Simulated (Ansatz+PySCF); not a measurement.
Values are calculated unless marked as measured or tabulated.
Input for Ansatz (development build ahead of 0.2.0):

```yaml
crystal:
  periodic: [false, false, false]
  atoms:
    - { symbol: "N", position_ang: [0.0, 0.0, 0.0] }
    - { symbol: O, position_ang: [0.88071, 1.17428, 2.54239] }
basis:
  gaussian: { orbitals: STO-3G }
total_charge: 1
hamiltonian:
  xc: hf
correlation:
  method: fci
  frozen_orbitals: { "N": 1, O: 1 }
```

The input is written out in the form of the current development build from the run's settings.

Results

```
Converged    : yes
Total energy : -127.16598 hartree
State        : lowest singlet root, of any spatial symmetry
```
